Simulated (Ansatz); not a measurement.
C2HFO2, SMILES `O=C1OC1F`, relaxed with RKS PBE0-D4/def2-TZVP in Ansatz 0.2.0 from a PBE-D4/def2-SVP geometry. The force threshold is 0.005 eV/Å; the program also tests the step.

Charge 0, multiplicity 1.

Start:

```xyz
6

O    -0.530   -0.975   -1.715
C    -0.149   -0.303   -0.804
O     0.378    0.933   -0.599
C     0.125    0.065    0.582
F    -0.860    0.489    1.387
H     1.035   -0.209    1.149
```

(1) By how much does the energy fall, and how many steps does the optimiser take? (An estimate is asked.)

(2) Which bonds change most? (Best estimate.)

(3) Give the relaxed structure. (Estimate.)

Results:

(1) The calculation gave: 4.50 kJ/mol, in 6 steps.

(2) The calculation gave: O3–C4 from 1.487 to 1.463 Å; C4–H6 from 1.107 to 1.086 Å; C2–O3 from 1.359 to 1.338 Å; C2–C4 from 1.460 to 1.443 Å.

(3) Ansatz gave: 
```xyz
6

O    -0.521   -0.963   -1.692
C    -0.146   -0.298   -0.795
O     0.370    0.919   -0.588
C     0.128    0.064    0.575
F    -0.852    0.486    1.370
H     1.020   -0.208    1.130
```
